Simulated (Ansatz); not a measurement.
# Ag₂Pt: from a trial structure to a relaxed crystal

Computed with Ansatz 0.2.0, DFT PBE, scalar-relativistic, plane waves, PAW. Cutoff 420 eV, Γ-centred k mesh, Gaussian smearing, no spin polarisation in the final step.

Ag₂Pt was placed on the fluorite structure type (Fm-3m, No. 225), with Pt in place of Ca, Ag in place of F, at a guessed volume.

```
CELL_PARAMETERS angstrom
0.00000 2.98441 2.98441
2.98441 0.00000 2.98441
2.98441 2.98441 0.00000
ATOMIC_POSITIONS crystal
Ag 0.25000 0.25000 0.25000
Ag 0.75000 0.75000 0.75000
Pt 0.00000 0.00000 0.00000
```

Cell and atoms relax at zero pressure; the relaxation can't lower the symmetry of the start. After a coarse first stage the cell is made exact in the group found at 0.06 Å.

The zero of energy is the elements' standard structures at the same level; no fitted shifts are applied.

(1) Which crystal results?

(2) What are its volume, energy, density and gap?

Answers

(1) It keeps Fm-3m (No. 225). The result has the fluorite structure. Conventional cell: a = 6.274 Å. Around Ag lie 4 Pt at 2.72 Å and 6 Ag at 3.14 Å; Pt has 8 Ag at 2.72 Å.

```cif
data_structure
_symmetry_space_group_name_H-M 'Fm-3m'
_symmetry_Int_Tables_number 225
_cell_length_a 6.2741
_cell_length_b 6.2741
_cell_length_c 6.2741
_cell_angle_alpha 90.000
_cell_angle_beta 90.000
_cell_angle_gamma 90.000
_cell_volume 246.97
loop_
_atom_site_label
_atom_site_type_symbol
_atom_site_symmetry_multiplicity
_atom_site_Wyckoff_symbol
_atom_site_fract_x
_atom_site_fract_y
_atom_site_fract_z
_atom_site_occupancy
Ag1 Ag 8 c 0.25000 0.75000 0.75000 1
Pt1 Pt 4 a 0.00000 0.00000 0.00000 1
```

(2) The volume per atom is 20.58 Å³. The density is 11.05 g/cm³, the energy over the elements is 0.36 eV/atom and the gap on the 12×12×12 mesh is 0 eV (a metal).

The final run used a 12×12×12 mesh on its 3-atom cell and 0.10 eV smearing. For metals, differences of a few meV/atom aren't resolved. Spin–orbit coupling is left out. A structure relaxed within its symmetry needn't be a true minimum.

Cost: 3 runs of about 0.52 core-minutes in all, on Intel Xeon Platinum 8375C (Ice Lake) (shared hosts).